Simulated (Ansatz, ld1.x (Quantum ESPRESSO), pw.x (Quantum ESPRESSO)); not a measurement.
# carbon: does the ultrasoft potential hold in the solid?

C, ultrasoft, made with ld1.x (Quantum ESPRESSO) 7.5 (LDA (PW92), scalar-relativistic). Core [He], reference 2s2 2p2. Waves: 2s (bound): rcut 0.70, rcutus 0.90 bohr; 2s channel at 4.1 Ry: rcut 0.70, rcutus 0.90 bohr; 2p (bound): rcut 1.60, rcutus 2.10 bohr; 2p channel at 1.95 Ry: rcut 1.60, rcutus 2.10 bohr; 3d channel at 0.35 Ry: rcut 2.20, rcutus 2.40 bohr; 3d channel at 0.9 Ry: rcut 2.20, rcutus 2.40 bohr. Local part: all-electron potential smoothed inside 1.30 bohr (lloc = -2). Core correction: none. Augmentation charge: PSQ, radius 0.65 bohr.

Atomic tests: cutoffs needed: 40 Ry and 55 Ry (the cutoffs (Ry, on a coarse ladder) from which the occupation-weighted sum of valence levels, in a spherical-Bessel basis at the reference potential, stays within 10 and 1 mRy of its value at 400 Ry); ghost test: no extra level below or beside the all-electron valence levels (s, p, d, f tested) (spherical-Bessel basis up to 400 Ry, 20 bohr box); largest excitation error: +289 meV (all-electron minus pseudo) for 2s1 2p0, out of 7 test configurations.

Crystal test: bcc C in pw.x 7.5, no spin, 18³ k-points, Fermi–Dirac smearing 0.01 Ry, cutoffs 70/900 Ry. The lattice is a test structure that the element need not adopt, and mesh and smearing are coarse.

pw.x input:

```
&control
  calculation='scf', prefix='x', pseudo_dir='./', outdir='./tmp', tstress=.true., disk_io='low'
/
&system
  ibrav=0, nat=1, ntyp=1, ecutwfc=70, ecutrho=900, nbnd=9,
  occupations='smearing', smearing='fd', degauss=0.01
/
&electrons
  conv_thr=1e-09, mixing_beta=0.4, electron_maxstep=70
/
ATOMIC_SPECIES
C 1.0 C.UPF
CELL_PARAMETERS angstrom
  -1.15692109 1.15692109 1.15692109
  1.15692109 -1.15692109 1.15692109
  1.15692109 1.15692109 -1.15692109
ATOMIC_POSITIONS crystal
C 0.0000 0.0000 0.0000
K_POINTS automatic
18 18 18 0 0 0
```

```bash
pw.x < C.scf.in > C.scf.out
```

**Question.** How does the run end?

**Answer.** It converges; the pressure is -5.75 GPa against 4.60 GPa from all-electron LAPW. The largest radius (2.40 bohr) exceeds half the bond length (1.89 bohr), so the spheres overlap, which is one possible source of error among others. This is a poor potential for the solid. The log shows:

```
     estimated scf accuracy    <       0.00419136 Ry
     iteration #  2     ecut=    70.00 Ry     beta= 0.40
     negative rho (up, down):  1.424E-02 0.000E+00
     total energy              =     -11.14362370 Ry
     estimated scf accuracy    <       0.00312139 Ry
     iteration #  3     ecut=    70.00 Ry     beta= 0.40
     negative rho (up, down):  1.414E-02 0.000E+00
     total energy              =     -11.14461511 Ry
     estimated scf accuracy    <       0.00044858 Ry
     iteration #  4     ecut=    70.00 Ry     beta= 0.40
     negative rho (up, down):  1.065E-02 0.000E+00
     total energy              =     -11.14417972 Ry
     estimated scf accuracy    <       0.00030079 Ry
     [... 7 iterations left out ...]
     iteration # 12     ecut=    70.00 Ry     beta= 0.40
     negative rho (up, down):  1.104E-02 0.000E+00
     total energy              =     -11.14439927 Ry
     estimated scf accuracy    <          5.1E-09 Ry
     iteration # 13     ecut=    70.00 Ry     beta= 0.40
     negative rho (up, down):  1.106E-02 0.000E+00
     total energy              =     -11.14439927 Ry
     estimated scf accuracy    <          2.1E-09 Ry
     iteration # 14     ecut=    70.00 Ry     beta= 0.40
     negative rho (up, down):  1.106E-02 0.000E+00
     total energy              =     -11.14439928 Ry
     estimated scf accuracy    <          1.2E-09 Ry
     iteration # 15     ecut=    70.00 Ry     beta= 0.40
     negative rho (up, down):  1.105E-02 0.000E+00
     the Fermi energy is    12.5900 ev
!    total energy              =     -11.14439928 Ry
     estimated scf accuracy    <          8.4E-10 Ry
     smearing contrib. (-TS)   =      -0.00158367 Ry
     The total energy is F=E-TS. E is the sum of the following terms:
     one-electron contribution =       5.15729772 Ry
     hartree contribution      =       0.30016247 Ry
     xc contribution           =      -3.28355490 Ry
     ewald contribution        =     -13.31672090 Ry
     convergence has been achieved in  15 iterations
          total   stress  (Ry/bohr**3)                   (kbar)     P=      -57.53
```
